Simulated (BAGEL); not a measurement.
# HF/STO-3G (density fitting with cc-pvqz-jkfit) run of CHFO (formyl fluoride)

What is the vertical singlet–triplet gap of CHFO (formyl fluoride) at HF/STO-3G (density fitting with cc-pvqz-jkfit)? 

The results are computed with BAGEL 1.2.2.

8 further runs of the same task are left out: 8 set aside as unsound or not needed.

**1. Starting point**

CHFO has 4 atoms, charge 0, and is taken as a singlet. SMILES: `O=CF`. The coordinates come from a PBE0-D4/def2-TZVP relaxation.

Bond lengths: O1–C2 1.174 Å, C2–F3 1.336 Å, C2–H4 1.097 Å. Angles: O1–C2–F3 122.9°, O1–C2–H4 127.8°, F3–C2–H4 109.3°.

**2. The energy at HF/STO-3G (density fitting with cc-pvqz-jkfit)**

input.json reads:

```json
{ "bagel" : [

{
  "title" : "molecule",
  "basis" : "sto-3g",
  "df_basis" : "cc-pvqz-jkfit",
  "angstrom" : true,
  "geometry" : [
    { "atom" : "O", "xyz" : [      -0.889340,       0.201180,       0.827740 ] },
    { "atom" : "C", "xyz" : [      -0.046400,       0.067520,       0.021620 ] },
    { "atom" : "F", "xyz" : [       0.585200,      -1.091810,      -0.181820 ] },
    { "atom" : "H", "xyz" : [       0.350540,       0.823120,      -0.667550 ] }
  ]
},

{ "title" : "hf" },

{ "title" : "print", "file" : "orbitals.molden", "orbitals" : true }

]}
```

Command:

```sh
$ BAGEL_NUM_THREADS=1 BAGEL input.json > input.out
```

What it wrote:

```text
* using 1 threads per process

  ===============================================================
  ===============================================================

  *** Geometry ***

  { "atom" : "O", "xyz" : [     -1.680609,      0.380175,      1.564202 ] },
  { "atom" : "C", "xyz" : [     -0.087683,      0.127594,      0.040856 ] },
  { "atom" : "F", "xyz" : [      1.105868,     -2.063222,     -0.343590 ] },
  { "atom" : "H", "xyz" : [      0.662425,      1.555471,     -1.261487 ] },

  Number of auxiliary basis functions:      369

  Since a DF basis is specified, we compute 2- and 3-index integrals:
    o Being stored without compression. Storage requirement is 0.001 GB

  Number of basis functions:       16
  Number of electrons      :       24

    * METHOD: MOLECULE                             0.08

  *** RHF ***

  === Nuclear Repulsion ===
    67.6655037812

      * DIIS with orbital gradients will be used.

  === RHF iteration (sto-3g) ===
      0       -209.66743814          0.04757707           0.00
      1       -209.78095663          0.02756998           0.00
      2       -209.82463926          0.00376895           0.00
      3       -209.82652711          0.00165522           0.00
      4       -209.82716371          0.00039014           0.00
      5       -209.82719848          0.00005158           0.00
      6       -209.82719896          0.00001455           0.00
      7       -209.82719900          0.00000194           0.00
      8       -209.82719900          0.00000075           0.00
      9       -209.82719900          0.00000015           0.00
     10       -209.82719900          0.00000003           0.00
     11       -209.82719900          0.00000001           0.00
    * SCF iteration converged.

    * Permanent dipole moment:
           (   -0.305518,    -0.258956,     0.408429) a.u.

    * METHOD: HF                                   0.08

    * METHOD: PRINT                                0.00

  ===============================================================
```

Run time: 0.28 s. Hardware: 1 thread of Arm Neoverse V1, shared host.

**3. The triplet**

input.json reads:

```json
{ "bagel" : [

{
  "title" : "molecule",
  "basis" : "sto-3g",
  "df_basis" : "cc-pvqz-jkfit",
  "angstrom" : true,
  "geometry" : [
    { "atom" : "O", "xyz" : [   -0.889340,    0.201180,    0.827740 ] },
    { "atom" : "C", "xyz" : [   -0.046400,    0.067520,    0.021620 ] },
    { "atom" : "F", "xyz" : [    0.585200,   -1.091810,   -0.181820 ] },
    { "atom" : "H", "xyz" : [    0.350540,    0.823120,   -0.667550 ] }
  ]
},
{
  "title" : "uhf",
  "nopen" : 2
},
{
  "title" : "print",
  "file" : "orbitals.molden",
  "orbitals" : true
}

]}
```

Command:

```sh
$ BAGEL_NUM_THREADS=1 BAGEL input.json > input.out
```

What it wrote:

```text
* using 1 threads per process

  ===============================================================
  ===============================================================

  *** Geometry ***

  { "atom" : "O", "xyz" : [     -1.680609,      0.380175,      1.564202 ] },
  { "atom" : "C", "xyz" : [     -0.087683,      0.127594,      0.040856 ] },
  { "atom" : "F", "xyz" : [      1.105868,     -2.063222,     -0.343590 ] },
  { "atom" : "H", "xyz" : [      0.662425,      1.555471,     -1.261487 ] },

  Number of auxiliary basis functions:      369

  Since a DF basis is specified, we compute 2- and 3-index integrals:
    o Being stored without compression. Storage requirement is 0.001 GB

  Number of basis functions:       16
  Number of electrons      :       24

    * METHOD: MOLECULE                             0.08

  *** Open-shell HF ***

  === Nuclear Repulsion ===
    67.6655037812

      * DIIS with orbital gradients will be used.

  === UHF iteration (sto-3g) ===
      0       -209.61651612          0.05074173           0.01
      1       -209.68461365          0.01448688           0.01
      2       -209.69375455          0.00637907           0.01
      3       -209.69610044          0.00313003           0.01
      4       -209.69708883          0.00136998           0.01
      5       -209.69741518          0.00070838           0.01
      6       -209.69750662          0.00027543           0.01
      7       -209.69751491          0.00009798           0.01
      8       -209.69751786          0.00004427           0.01
      9       -209.69751916          0.00001703           0.01
     10       -209.69751934          0.00000763           0.01
     11       -209.69751936          0.00000213           0.01
     12       -209.69751937          0.00000067           0.01
     13       -209.69751937          0.00000029           0.01
     14       -209.69751937          0.00000010           0.01
     15       -209.69751937          0.00000003           0.01
     16       -209.69751937          0.00000001           0.01
    * SCF iteration converged.

    * S^2 (UHF) is 2.0047

    * Permanent dipole moment:
           (   -0.030863,    -0.306499,     0.147283) a.u.

    * METHOD: UHF                                  0.14

    * METHOD: PRINT                                0.00

  ===============================================================
```

Wall time 0.34 s (1 thread of Arm Neoverse V1, shared host).

**4. Results**

At HF/STO-3G (density fitting with cc-pvqz-jkfit):

| quantity | value |
| --- | --- |
| singlet: total energy | -209.82720 Eh |
| singlet: dipole moment | 1.45 D |
| singlet: HOMO energy | -10.52 eV |
| singlet: LUMO energy | 7.90 eV |
| singlet: HOMO–LUMO gap | 18.42 eV |
| triplet: total energy | -209.69752 Eh |
| triplet: dipole moment | 0.87 D |
| triplet: ⟨S²⟩ | 2.005 |
| vertical energy of the triplet above the singlet | 3.529 eV |

At this shape the triplet lies 3.53 eV (340 kJ/mol) above the singlet. In a minimal basis such a difference can be off by several eV, whatever the method.
